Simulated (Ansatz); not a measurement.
Consider the atomization: `CSC=N` → 2 C• + 5 H• + N• + S•.

Computed with Ansatz on PBE0-D4/def2-TZVP structures; ΔE is electronic, products minus reactants. CCSD(T)/CBS is the MP2 limit (def2-TZVPP, def2-QZVPP) plus CCSD(T) − MP2 in def2-TZVPP, frozen cores. This one scheme is used for every species, atoms too. DFT in def2-TZVPP. Open shells (•) are unrestricted, without spin–orbit coupling. Spin–orbit coupling would lower the free atoms: a little for C, S. Each species was taken in one conformer, which may not be the lowest.

`CSC=N`:

Z-matrix (Å, degrees):
```
C
S 1 1.793
H 1 1.090 2 106.6
H 1 1.089 2 110.2 3 -119.7
H 1 1.089 2 110.2 3 119.7
C 2 1.737 1 100.4 3 179.8
N 6 1.265 2 123.6 1 -0.0
H 6 1.096 2 111.0 1 180.0
H 7 1.017 6 110.8 2 -180.0
```

```
             level  ΔE (kJ/mol)  difference from CCSD(T)/CBS
       LDA (SPW92)       3889.1                        545.0
         revPBE-D4       3379.6                         35.5
         r2SCAN-D4       3360.2                         16.1
          BHLYP-D4       3235.6                       -108.5
           ωB97M-V       3369.6                         25.5
          PBE-QIDH       3324.9                        -19.2
     CCSD/def2-SVP       3095.0                       -249.1
  CCSD(T)/def2-SVP       3140.9                       -203.2
     HF/def2-QZVPP       2322.2                      -1021.9
SCS-MP2/def2-QZVPP       3357.2                         13.1
       CCSD(T)/CBS       3344.1                            0
```

Problem. What do rigid-rotor, harmonic-oscillator terms from PBE0-D4/def2-TZVP frequencies (298.15 K, 1 bar) make of the CCSD(T)/CBS value? (An estimate is asked.)

Solution. Computed: ΔZPE = -184.4 kJ/mol, ΔH = +3199.4 kJ/mol, ΔS = 912 J/(mol·K), ΔG = +2927.6 kJ/mol. Open shells count their whole term as degenerate.

Largest T1 diagnostic among the species: 0.013.

Leaving LDA and LC-ωPBE aside and taking each functional with its dispersion term where it has one, the values, not all of them listed here, spread over 229.1 kJ/mol, from BHLYP-D4 to PBE-D4. LDA lies +441.2 kJ/mol from PBE without D4, its usual overbinding. The D4 term adds +27.1 kJ/mol with B3LYP and +13.9 kJ/mol with PBE0; it sums over pairs of atoms, weighted by their polarisabilities, and B3LYP, whose exchange is more repulsive, gets the larger term.

B3LYP here is the variant with VWN-RPA as its local correlation; programs differ in this.

For atomizations the MP2-based limit and the directly extrapolated one differ by several kJ/mol either way, and by 10 to 25 for some Ge, Se and Sn compounds, so smaller differences from it don't rank the levels.
